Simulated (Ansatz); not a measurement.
How close CCSD(T) comes to the exact answer in a basis

Each species is computed at the geometry given (Å), with frozen cores, in Ansatz 0.2.0: RHF-CCSD(T) for singlets, UHF-CCSD(T) otherwise, and full CI in the same basis. The program picks the determinant by trial CCSD, so it needn't be the lowest Hartree–Fock solution. States: HBC Σ⁻ or Δ, CH3⁺ A1, Al2H Σ⁻ or Δ. Cases whose determinant has another symmetry than full CI's state, or whose (Q) step broke down, weren't drawn.

**Question.** Judging by size, spin and bonding, rank them by the size of CCSD(T)'s error in total energy against full CI in the same basis, smallest first (an estimate).
A. CH3⁺, singlet, cc-pVDZ: C 0.000 0.000 0.000; H 2.207 0.028 0.000; H -1.128 1.897 -0.006; H -1.079 -1.925 0.006
B. Al₂H, quartet, 6-31G: Al 0.000 0.000 0.228; Al 0.000 0.000 -1.849; H 0.000 0.000 1.621
C. HBC, triplet, 6-31G: B 0.000 0.000 -0.363; C 0.000 0.000 -1.812; H 0.000 0.000 2.176

**Answer.** B (19.4 meV), C (141.7 meV), A (188.1 meV).

| species | basis | correlated electrons | CCSD(T) − full CI (meV) | CCSDT(Q) − full CI (meV) | unpaired electrons (full CI) | T1 | ⟨S²⟩ of the determinant |
| --- | --- | --- | --- | --- | --- | --- | --- |
| Al2H, quartet | 6-31G | 7 | 19.4 | 1.2 | 3.03 | 0.023 | 3.76 |
| HBC, triplet | 6-31G | 8 | 141.7* | 2.7 | 3.34 | 0.069 | 2.90 |
| CH3⁺, singlet | cc-pVDZ | 6 | 188.1* | 3.3 | 1.38 | 0.036 | 0.00 |

Unpaired electrons are Σ n²(2−n)² over natural occupations; an open shell counts its own unpaired electrons too. Frozen cores follow each run's orbitals, which moves totals by a few meV. No single determinant describes HBC, triplet well, by full CI's occupations. No single determinant describes CH3⁺, singlet well, by full CI's occupations. An asterisk marks runs whose energy the program itself flagged as in doubt.
